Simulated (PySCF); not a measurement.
# Property card for `CCC[O-]`

C3H7O (charge -1).
Cartesian coordinates in Å at the GFN2-xTB level; atoms count from 1:
```xyz
11
C3H7O angstrom
C     -1.298   -0.013   -0.036
C      0.100   -0.605   -0.134
C      1.247    0.442    0.159
O      2.456   -0.020    0.084
H     -1.412    0.806   -0.747
H     -1.470    0.386    0.964
H     -2.071   -0.760   -0.245
H      0.265   -1.010   -1.136
H      0.208   -1.427    0.579
H      1.019    1.318   -0.566
H      0.964    0.886    1.192
```

From GFN2-xTB geometry:

```yaml
Point_group_of_the_GFN2-xTB_geometry: Cs
Rotational_constants_A_B_C_of_the_GFN2-xTB_geometry: 27.594, 3.942, 3.691 GHz
```

From PBE0/pcSseg-1 ground state and GIAO shieldings, non-relativistic (PySCF):

```yaml
HOMO_energy: 1.02 eV
LUMO_energy: 5.74 eV
HOMO–LUMO_gap: 4.72 eV
Lowest_Hirshfeld_atomic_charge: -0.57 e on O4
Highest_Hirshfeld_atomic_charge: +0.01 e on H5/H6/H7
13C_chemical_shifts_computed_TMS_as_zero_by_class: 96.4 (C3), 44.5 (C2), 9.3 (C1) ppm
1H_chemical_shifts_computed_TMS_as_zero_by_class: 6.68 (H10/H11), 0.90 (H8/H9), 0.84 (H5/H6/H7) ppm
Isotropic_shieldings_of_nuclei_other_than_C_and_H_by_class: 191 (O4) ppm
Mayer_bond_orders_between_heavy_atoms: C1–C2 1.01, C2–C3 0.91, C3–O4 1.51
```

Monoisotopic mass of the ion (most abundant isotopes, electron mass counted): 59.0502 u.

The rotational constants make it an asymmetric top with κ = (2B − A − C)/(A − C) = -0.98, nearer the prolate limit (−1). With B = h/(8π²I), that is 505.379 GHz u Å² over I, the principal moments of inertia are 18.3, 128.2 and 136.9 u Å² (most abundant isotopes); the inertial defect Ic − Ia − Ib is -9.6 u Å² (zero for a rigid planar frame, negative otherwise).

Isolated species at its GFN2-xTB geometry (one conformer only). NMR classes are plain means over equivalent atoms (diastereotopic ones count apart unless rotation or inversion swaps them), as if these changed places fast; in this geometry the members of some classes differ. The HOMO energy is positive, so at this level the finite basis confines the outermost electrons. No diffuse functions stand in pcSseg-1, which bears on an anion's orbital energies.
